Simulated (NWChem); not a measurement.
Species: Al cation, singlet

Results from NWChem. Low-valent species are run as closed-shell singlets; no triplet was tried in these runs.

### Question
Among these, which level gives the highest value of “highest occupied level (eV)”?
(A) PBE/STO-3G
(B) PBE/def2-SVP
(C) PBE/pcseg-2
(D) PBE/pcseg-1

### Answer
A, PBE/STO-3G. Values: PBE/pcseg-2 -14.77; PBE/def2-SVP -14.76; PBE/pcseg-1 -14.73; PBE/STO-3G -13.07
